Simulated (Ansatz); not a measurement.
```yaml
crystal:
  periodic: [false, false, false]
  atoms:
    - {symbol: Ti, position_ang: [0.000110, -0.000183, -0.061867]}
    - {symbol: O, position_ang: [0.753094, 0.756774, 1.257779]}
    - {symbol: O, position_ang: [-0.757555, -0.749309, 1.259568]}
    - {symbol: F, position_ang: [-1.007232, 1.009113, -0.986836]}
    - {symbol: F, position_ang: [1.010712, -1.014937, -0.977258]}
basis:
  gaussian: {orbitals: def2-TZVP}
magnetization: {spin_polarized: true, initial_magnetization: 2}
hamiltonian: {xc: pbe0}
relax: {f_tol: 0.004, max_steps: 80}
```

```sh
$ ansatz run in.yaml --threads 1 --pin off --events-out ev --progress --plain --max-ram 2176MiB
```

Steps of the relaxation (energy above the last step; positions in Å, forces in eV/Å):

```
5
step 1, 700.3 meV
Ti    0.000    0.000   -0.062    0.868    0.848   -3.729
O     0.753    0.757    1.258    1.549    1.555    2.305
O    -0.758   -0.749    1.260   -2.449   -2.423    3.897
F    -1.007    1.009   -0.987   -1.545    1.575   -1.244
F     1.011   -1.015   -0.977    1.577   -1.555   -1.229
```

```
5
step 2, 189.8 meV
Ti    0.001    0.001   -0.081    0.573    0.565   -1.340
O     0.773    0.777    1.278    0.523    0.524    0.462
O    -0.788   -0.779    1.307   -1.120   -1.109    1.544
F    -1.034    1.045   -1.012   -0.461    0.484   -0.335
F     1.046   -1.042   -1.002    0.484   -0.464   -0.331
```

```
5
step 3, 62.8 meV
Ti    0.003    0.003   -0.084    0.193    0.192   -0.111
O     0.806    0.810    1.260    0.087    0.085   -0.173
O    -0.836   -0.827    1.334   -0.293   -0.291    0.206
F    -1.045    1.069   -1.015    0.035   -0.022    0.039
F     1.070   -1.053   -1.005   -0.022    0.036    0.039
```

```
5
step 4, 39.6 meV
Ti    0.003    0.003   -0.068   -0.093   -0.092    0.130
O     0.844    0.847    1.229    0.064    0.063   -0.072
O    -0.881   -0.872    1.329    0.027    0.026   -0.200
F    -1.039    1.071   -1.004    0.091   -0.088    0.071
F     1.073   -1.047   -0.994   -0.088    0.092    0.070
```

```
5
step 5, 25.0 meV
Ti    0.001    0.001   -0.045   -0.247   -0.246    0.146
O     0.886    0.889    1.202    0.114    0.114    0.070
O    -0.921   -0.912    1.304    0.140    0.138   -0.298
F    -1.032    1.064   -0.990    0.054   -0.061    0.041
F     1.065   -1.040   -0.980   -0.061    0.055    0.041
```

```
5
step 6, 7.4 meV
Ti   -0.004   -0.004    0.018   -0.138   -0.136    0.347
O     0.995    0.997    1.147   -0.100   -0.100   -0.051
O    -1.010   -1.001    1.221    0.270    0.268   -0.292
F    -1.020    1.037   -0.952   -0.017   -0.015   -0.002
F     1.039   -1.028   -0.942   -0.015   -0.017   -0.002
```

```
5
step 11, 0.0 meV
Ti    0.000    0.000    0.009    0.000    0.000    0.000
O     0.977    0.980    1.166    0.000    0.000    0.000
O    -0.983   -0.975    1.215    0.000    0.000    0.000
F    -1.032    1.036   -0.954   -0.001    0.001    0.000
F     1.037   -1.040   -0.944    0.001   -0.001    0.000
```

Close pairs at the end: Ti1–F5 1.751 Å, Ti1–F4 1.751 Å, Ti1–O2 1.803 Å, Ti1–O3 1.836 Å.

A stationary point of unrestricted PBE0 after 11 steps, with ⟨S²⟩ = 2.025 against 2.00 for a pure state; no frequencies were run, so it isn't proven a minimum. 3.8 min on 1 thread of Intel Xeon 6975P-C, shared host.
